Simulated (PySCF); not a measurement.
PySCF input file for C₂H₃N, SMILES C(#N)C, TDA-LC-ωPBE/def2-SVPD. Coordinates come from a ωB97X-D3(BJ)/def2-TZVP optimisation.

```python
import numpy as np
from pyscf import gto, scf, dft, tdscf

mol = gto.M(
    atom='''
    C    -0.00000000   -0.00000000   -1.17859187
    C    -0.00000000   -0.00000000    0.28312456
    N     0.00000000    0.00000000    1.43128413
    H    -0.88849804    0.51297458   -1.54872833
    H     0.88849804    0.51297459   -1.54872834
    H     0.00000000   -1.02594916   -1.54872834
    ''',
    basis='def2-SVPD',
    charge=0,
    spin=0,
    symmetry=True,
    max_memory=1600,
    verbose=4,
)
mf = dft.RKS(mol, xc='lc_wpbe').density_fit(auxbasis='def2-universal-jkfit')
mf.grids.level = 3
mf.conv_tol = 1e-9
mf.max_cycle = 100
mf.kernel()
mf.grids = dft.Grids(mol).set(level=1).build(with_non0tab=True)  # coarser grid for the response kernel
td = tdscf.TDA(mf)
td.singlet = True
td.nstates = 10
td.conv_tol = 1e-4
td.kernel(x0=td.get_init_guess(mf, 15))
td.analyze()
tt = tdscf.TDA(mf)
tt.singlet = False
tt.nstates = 4
tt.conv_tol = 1e-4
tt.kernel(x0=tt.get_init_guess(mf, 9))
tt.analyze(verbose=3)
```

Log of the run:

```
PySCF version 2.14.0

[INPUT] verbose = 4
[INPUT] num. atoms = 6
[INPUT] num. electrons = 22
[INPUT] charge = 0
[INPUT] spin (= nelec alpha-beta = 2S) = 0
[INPUT] symmetry True subgroup None
[INPUT] Mole.unit = angstrom
[INPUT] Symbol           X                Y                Z      unit          X                Y                Z       unit  Magmom
[INPUT]  1 C      0.000000000000   0.000000000000  -1.178591870000 AA    0.000000000000   0.000000000000  -2.227215846939 Bohr   0.0
[INPUT]  2 C      0.000000000000   0.000000000000   0.283124560000 AA    0.000000000000   0.000000000000   0.535027877538 Bohr   0.0
[INPUT]  3 N      0.000000000000   0.000000000000   1.431284130000 AA    0.000000000000   0.000000000000   2.704735012136 Bohr   0.0
[INPUT]  4 H     -0.888498040000   0.512974580000  -1.548728330000 AA   -1.679017957813   0.969381465064  -2.926672385055 Bohr   0.0
[INPUT]  5 H      0.888498040000   0.512974590000  -1.548728340000 AA    1.679017957813   0.969381483961  -2.926672403952 Bohr   0.0
[INPUT]  6 H      0.000000000000  -1.025949160000  -1.548728340000 AA    0.000000000000  -1.938762930128  -2.926672403952 Bohr   0.0

nuclear repulsion = 58.595585312686
point group symmetry = C3v, use subgroup Cs
symmetry origin: [0.00000000e+00 8.58966423e-10 3.43586573e-09]
symmetry axis x: [8.66025402e-01 5.00000003e-01 4.47423355e-10]
symmetry axis y: [-3.08803592e-10 -3.59983198e-10  1.00000000e+00]
symmetry axis z: [ 5.00000003e-01 -8.66025402e-01 -1.57352797e-10]
num. orbitals of irrep A' = 56
num. orbitals of irrep A" = 28
number of shells = 36
number of NR pGTOs = 120
number of NR cGTOs = 84
basis = def2-SVPD
ecp = {}


******** <class 'pyscf.df.df_jk.DFSymAdaptedRKS'> ********
method = DFSymAdaptedRKS
initial guess = minao
damping factor = 0
level_shift factor = 0
DIIS = <class 'pyscf.scf.diis.CDIIS'>
diis_start_cycle = 1
diis_space = 8
diis_damp = 0
SCF conv_tol = 1e-09
SCF conv_tol_grad = None
SCF max_cycles = 100
direct_scf = False
XC library pyscf.dft.libxc version 7.1.2
    S. Lehtola, C. Steigemann, M. J. T. Oliveira, and M. A. L. Marques,  SoftwareX 7, 1–5 (2018)
XC functionals = lc_wpbe
    O. A. Vydrov and G. E. Scuseria,  J. Chem. Phys. 125, 234109 (2006)
radial grids:
    Treutler-Ahlrichs [JCP 102, 346 (1995); DOI:10.1063/1.469408] (M4) radial grids

becke partition: Becke, JCP 88, 2547 (1988); DOI:10.1063/1.454033
pruning grids: <function nwchem_prune>
grids dens level: 3
symmetrized grids: True
atomic radii adjust function: <function treutler_atomic_radii_adjust>
small_rho_cutoff = 0
Freeze 0 electrons in irreps []
    22 free electrons in irreps A' A"
Set gradient conv threshold to 3.16228e-05
Initial guess from minao.
tot grids = 71568
Create RSH-DF object <pyscf.df.df.DF object> for omega=0.4
******** <class 'pyscf.df.df.DF'> ********
auxbasis = auxmol.basis = def2-universal-jkfit
init E= -132.782340547655
HOMO (A") = -0.392409147588394  LUMO (A') = 0.0251829295044343  gap/eV = 11.36326
cycle= 1 E= -132.499759744782  delta_E= 0.283  |g|= 0.497  |ddm|= 2.94
HOMO (A') = -0.362436269075902  LUMO (A') = 0.0554904710829436  gap/eV = 11.37237
cycle= 2 E= -132.451513860867  delta_E= 0.0482  |g|= 0.75  |ddm|= 1.19
HOMO (A") = -0.451954188149688  LUMO (A') = 0.0717794443740059  gap/eV = 14.25152
cycle= 3 E= -132.56691290943  delta_E= -0.115  |g|= 0.0342  |ddm|= 0.741
HOMO (A") = -0.459985081200015  LUMO (A') = 0.0760808186571253  gap/eV = 14.58710
cycle= 4 E= -132.567300861013  delta_E= -0.000388  |g|= 0.00924  |ddm|= 0.107
HOMO (A") = -0.458469970066207  LUMO (A') = 0.0760653817742596  gap/eV = 14.54545
cycle= 5 E= -132.567327719827  delta_E= -2.69e-05  |g|= 0.00312  |ddm|= 0.0272
HOMO (A") = -0.4588365905503  LUMO (A') = 0.0761727914480197  gap/eV = 14.55835
cycle= 6 E= -132.567331175069  delta_E= -3.46e-06  |g|= 0.000736  |ddm|= 0.00938
HOMO (A") = -0.458893663713401  LUMO (A') = 0.0761539395840329  gap/eV = 14.55939
cycle= 7 E= -132.567331355489  delta_E= -1.8e-07  |g|= 0.000134  |ddm|= 0.00308
HOMO (A") = -0.458858276103168  LUMO (A') = 0.0761575019831988  gap/eV = 14.55852
cycle= 8 E= -132.567331362774  delta_E= -7.29e-09  |g|= 3.58e-05  |ddm|= 0.000481
HOMO (A") = -0.458871503545942  LUMO (A') = 0.0761565497917194  gap/eV = 14.55885
cycle= 9 E= -132.567331363218  delta_E= -4.45e-10  |g|= 4.83e-06  |ddm|= 0.000108
HOMO (A") = -0.458870548646685  LUMO (A') = 0.076156729737352  gap/eV = 14.55883
Extra cycle  E= -132.567331363231  delta_E= -1.3e-11  |g|= 2.57e-06  |ddm|= 2.11e-05
converged SCF energy = -132.567331363231
tot grids = 22896


******** <class 'pyscf.tdscf.rks.TDA'> for <class 'pyscf.df.df_jk.DFSymAdaptedRKS'> ********
nstates = 10 singlet
deg_eia_thresh = 1.000e-03
wfnsym = None
conv_tol = 0.0001
eigh lindep = 1e-12
eigh level_shift = 0
eigh max_cycle = 100


Excitation energies (eV)
[ 7.98538165  8.40395952  8.40396679  9.54489466  9.54490201  9.88701981
  9.88702167 10.74602992 11.47290183 11.47292257]

** Singlet excitation energies and oscillator strengths **
Excited State   1:  ???      7.98538 eV    155.26 nm  f=0.0000
      10 -> 13        0.46703
      10 -> 16       -0.14024
      11 -> 14       -0.46703
      11 -> 17        0.14024
Excited State   2:  ???      8.40396 eV    147.53 nm  f=0.0015
      10 -> 13        0.47022
      10 -> 16       -0.13509
      11 -> 14        0.47022
      11 -> 17       -0.13509
Excited State   3:  ???      8.40397 eV    147.53 nm  f=0.0015
      10 -> 14       -0.47022
      10 -> 17        0.13509
      11 -> 13        0.47022
      11 -> 16       -0.13509
Excited State   4:  ???      9.54489 eV    129.90 nm  f=0.0062
      11 -> 12       -0.64907
      11 -> 15       -0.24074
Excited State   5:  ???      9.54490 eV    129.90 nm  f=0.0062
      10 -> 12        0.64907
      10 -> 15        0.24074
Excited State   6:  ???      9.88702 eV    125.40 nm  f=0.0270
       9 -> 13       -0.66302
       9 -> 16        0.19152
Excited State   7:  ???      9.88702 eV    125.40 nm  f=0.0270
       9 -> 14       -0.66302
       9 -> 17        0.19152
Excited State   8:  ???     10.74603 eV    115.38 nm  f=0.0731
       9 -> 12       -0.60510
       9 -> 15       -0.32198
       9 -> 20        0.11896
Excited State   9:  ???     11.47290 eV    108.07 nm  f=0.1457
       7 -> 12       -0.21228
      10 -> 12       -0.22247
      10 -> 15        0.61876
Excited State  10:  ???     11.47292 eV    108.07 nm  f=0.1457
       8 -> 12       -0.21227
      11 -> 12       -0.22248
      11 -> 15        0.61876

** Transition electric dipole moments (AU) **
state          X           Y           Z        Dip. S.      Osc.
  1        -0.0000      0.0000      0.0000      0.0000      0.0000
  2        -0.0426      0.0739     -0.0000      0.0073      0.0015
  3         0.0739      0.0426     -0.0000      0.0073      0.0015
  4        -0.0813      0.1409     -0.0000      0.0265      0.0062
  5        -0.1409     -0.0813      0.0000      0.0265      0.0062
  6        -0.1669      0.2891     -0.0000      0.1114      0.0270
  7         0.2891      0.1669     -0.0000      0.1114      0.0270
  8        -0.0000      0.0000     -0.5268      0.2775      0.0731
  9        -0.6234     -0.3599     -0.0000      0.5182      0.1457
 10         0.3599     -0.6234     -0.0000      0.5182      0.1457

** Transition velocity dipole moments (imaginary part, AU) **
state          X           Y           Z        Dip. S.      Osc.
  1        -0.0000      0.0000      0.0000      0.0000      0.0000
  2        -0.0058      0.0101     -0.0000      0.0001      0.0003
  3         0.0101      0.0058     -0.0000      0.0001      0.0003
  4        -0.0250      0.0434     -0.0000      0.0025      0.0048
  5        -0.0434     -0.0250      0.0000      0.0025      0.0048
  6        -0.0111      0.0193     -0.0000      0.0005      0.0009
  7         0.0193      0.0111      0.0000      0.0005      0.0009
  8        -0.0000      0.0000     -0.2110      0.0445      0.0752
  9        -0.2676     -0.1545     -0.0000      0.0955      0.1510
 10         0.1545     -0.2676     -0.0000      0.0955      0.1510

** Transition magnetic dipole moments (imaginary part, AU) **
state          X           Y           Z
  1        -0.0000      0.0000     -0.1110
  2        -0.0336     -0.0194      0.0000
  3        -0.0194      0.0336      0.0000
  4         0.7280      0.4203     -0.0000
  5        -0.4203      0.7280     -0.0000
  6         1.1782      0.6802     -0.0000
  7         0.6802     -1.1782      0.0000
  8         0.0000     -0.0000      0.0000
  9        -0.0350      0.0607      0.0000
 10        -0.0607     -0.0350      0.0000


******** <class 'pyscf.tdscf.rks.TDA'> for <class 'pyscf.df.df_jk.DFSymAdaptedRKS'> ********
nstates = 4 triplet
deg_eia_thresh = 1.000e-03
wfnsym = None
conv_tol = 0.0001
eigh lindep = 1e-12
eigh level_shift = 0
eigh max_cycle = 100


Excitation energies (eV)
[6.42984421 7.05511741 7.05511834 7.9835158 ]

** Triplet excitation energies and oscillator strengths **
Excited State   1:  ???      6.42984 eV    192.83 nm  f=0.0000
Excited State   2:  ???      7.05512 eV    175.74 nm  f=0.0000
Excited State   3:  ???      7.05512 eV    175.74 nm  f=0.0000
Excited State   4:  ???      7.98352 eV    155.30 nm  f=0.0000
```

The calculation finished and met its thresholds.
